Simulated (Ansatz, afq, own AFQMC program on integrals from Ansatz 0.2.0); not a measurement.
# SiNH⁺, doublet in cc-pVDZ, levels against CCSDTQ

```xyz
3

Si    0.0000    0.0330    0.6059
N     0.0000   -0.1138   -1.0890
H     0.0000    0.6631   -1.7496
```

Connectivity, by distances: Si–NH.

Basis cc-pVDZ. Noble-gas cores (and the filled d shells of Ga–Kr and In–Xe) are frozen. Ansatz 0.2.0 and our own AFQMC program on the same integrals; the CISD trial comes from CCSD amplitudes, and released means the phaseless constraint is let go. Error bars are statistical, one sigma.

Determinant: UHF, the one that the program's search chose, which needn't be the lowest solution. The geometry is a PBE0/def2-TZVP stationary point of this or a neighbouring charge and spin state.

No full CI on the walks' own integrals is used here; CCSDTQ serves as the reference and is uncertain by about the last step of the cluster series.

Cautions: the released energies have errors that jump between times, so the bars are unsure, so no released level is given (meV from the phaseless value at times in 1/Eh: -6 ± 5 at 0.24, 24 ± 40 at 0.51, -16 ± 3 at 0.99, -18 ± 3 at 1.62, -17 ± 4 at 2.40), though the last usable value meets CCSDTQ within the noise.

```
T1 diagnostic                               : 0.0245
weight of the determinant in the CISD state : 0.882
⟨S²⟩ of the determinant                     : 0.764
size of the correlated space                : 9 electrons in 31 orbitals
```

Reference: CCSDTQ, correlation energy -6.214 eV.

| level | E − E(reference) (kJ/mol) | share of correlation (%) |
| --- | --- | --- |
| HF | 599.5 | 0.00 |
| MP2 | 100.5 | 83.23 |
| CCSD | 22.3 | 96.28 |
| CCSD(T) | 4.5 | 99.24 |
| CCSDT | 1.6 | 99.74 |
| CCSDT(Q) | -0.2 | 100.03 |
| ph-AFQMC/CISD | 2.0 ± 0.4 | 99.66 |

CCSDT and higher add their correlation energy to the determinant of the CCSD(T) run, since their own runs factorise the integrals more tightly (a shift of under 2 meV). A walk keeps the symmetry of its determinant, which the program's search chose and which needn't be the lowest solution, so a lower state of the same spin and another symmetry isn't excluded.
